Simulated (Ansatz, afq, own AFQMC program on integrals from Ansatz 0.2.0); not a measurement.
Integrals from Ansatz 0.2.0, then the random walk in our own AFQMC program (afq).

```yaml
crystal:
  periodic: [false, false, false]
  atoms:
    - {symbol: Al, position_ang: [0.000000, 0.000000, 0.000000]}
    - {symbol: Ga, position_ang: [0.000000, 0.000000, 3.018500]}
basis:
  gaussian: {orbitals: cc-pVTZ}
magnetization: {spin_polarized: false}
correlation: {method: ccsd_t, electrons: outside_noble_gas, hamiltonian_folder: ham}
```

```sh
$ ansatz run in.yaml --threads 1 --pin off --events-out ev --progress --plain --max-ram 1843MiB
```

afq runs on the folder ham with

```
--method free --trial cisd --walkers 60 --time-step 0.03 --max-blocks 80 --target-error 0.00029 --factor-cut 1e-05 --seed 7259 --times 0,0.3,0.6,1.2,1.8,2.4,3.6,4.8,6 --taylor-order 8
```

Times are imaginary, in 1/Eh. The walk had a cap of 1346 s. Filled inner d shells are frozen with the cores.

afq prints:

```
orbitals 58  electrons 3 3  factors 435 of 512
reference energy -2165.14526763 Eh
CCSD correlation -0.12731693 Eh in 13 cycles, weight of the determinant in the CISD state 0.8387
repeat  energy at the last time / Eh  error
    10  -2165.276980  0.001471
    20  -2165.278656  0.001178
    30  -2165.278610  0.000890
    40  -2165.278868  0.000741
    50  -2165.278730  0.000631
    60  -2165.278540  0.000552
    70  -2165.278574  0.000500
    80  -2165.278585  0.000460
time / (1/Eh)  energy / Eh  error  mean overlap
  0.00  -2165.272721  0.000152  1.1944
  0.30  -2165.274864  0.000148  1.1898
  0.60  -2165.276066  0.000159  1.1931
  1.20  -2165.277298  0.000188  1.2076
  1.80  -2165.278063  0.000204  1.2048
  2.40  -2165.278214  0.000241  1.1961
  3.60  -2165.278434  0.000256  1.2081
  4.80  -2165.277976  0.000349  1.2518
  6.00  -2165.278585  0.000460  1.2440
energy -2165.278585 +/- 0.000460 Eh
```

The run passed its tests (error under three times the target), which doesn't prove that it has relaxed.

Against this walk (error 12.5 meV) on the same determinant: CCSD(T) 33.5 meV higher, CCSDT(Q) 16.5 meV lower (within the noise). The error is statistical, and a free projection of finite length keeps a remainder of its start.

Cautions: remainder of the start not in the error; error above the target (12.5 against 7.9 meV); no relativity below Rb; no spin-orbit coupling; inner d shell frozen; higher spins were not checked; restricted determinant unstable towards unrestricted (UHF 588 meV lower, ⟨S²⟩ 1.10); CCSDT(Q) on the UHF determinant differs (136 meV lower), perhaps since the unrestricted series falls towards higher spin.

The walk took 5.6 min on 1 thread of Intel(R) Xeon(R) Platinum 8488C (Sapphire Rapids), on a shared host. The log's last line is the free-projection energy.

CCSDT and higher add their correlation energy to the determinant of the CCSD(T) run, since their own runs factorise the integrals more tightly (a shift of under 2 meV). A walk keeps the symmetry of its determinant, which the program's search chose and which needn't be the lowest solution, so a lower state of the same spin and another symmetry isn't excluded.
